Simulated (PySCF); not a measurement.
A made-up structure of C2H4Si, singlet:

```json
{"atom": "C1", "x (Å)": "-1.4676", "y (Å)": "0.5744", "z (Å)": "-1.0403"}
{"atom": "Si2", "x (Å)": "-0.0019", "y (Å)": "-0.0004", "z (Å)": "0.0023"}
{"atom": "C3", "x (Å)": "1.4680", "y (Å)": "-0.5743", "z (Å)": "1.0396"}
{"atom": "H4", "x (Å)": "-2.3888", "y (Å)": "0.6151", "z (Å)": "-0.8589"}
{"atom": "H5", "x (Å)": "-1.5201", "y (Å)": "0.9154", "z (Å)": "-1.9123"}
{"atom": "H6", "x (Å)": "2.4074", "y (Å)": "-0.7442", "z (Å)": "0.7569"}
{"atom": "H7", "x (Å)": "1.5030", "y (Å)": "-0.7859", "z (Å)": "2.0126"}
```

It is relaxed with PBE-D4/def2-SVP and then PBE0-D4/def2-TZVP (PySCF 2.14 with density fitting (its default auxiliary sets; JK sets also for MP2 and CCSD(T))). Atoms count as bonded within 1.22 times the sum of their covalent radii (H–H: 0.88 Å). The end point is not checked to be a true minimum.

Does its bonding change? (A judgement: the text doesn't fix the answer.)

The calculation gives: No: no bond forms or breaks.

Where it ends: The first stage lowers the energy by 4.17 eV in 18 steps. It ends as C₂H₄Si (C=[Si]=C):
```
atom    x (Å)    y (Å)    z (Å)
  C1  -1.3079   0.5150  -0.9312
 Si2   0.0005   0.0004  -0.0008
  C3   1.3085  -0.5150   0.9297
  H4  -2.2735   0.0321  -0.8542
  H5  -1.2113   1.3398  -1.6253
  H6   1.9857  -1.2781   0.5688
  H7   1.4997  -0.0937   1.9079
```

For scale, one of the runs: PBE0-D4/def2-TZVP relaxation, 123 basis functions, launched by `OMP_NUM_THREADS=2 python run.py`. Hardware: 2 CPU threads of an Intel Xeon 6975P-C, shared host. Wall time 52 s; peak host memory 1.2 GiB.
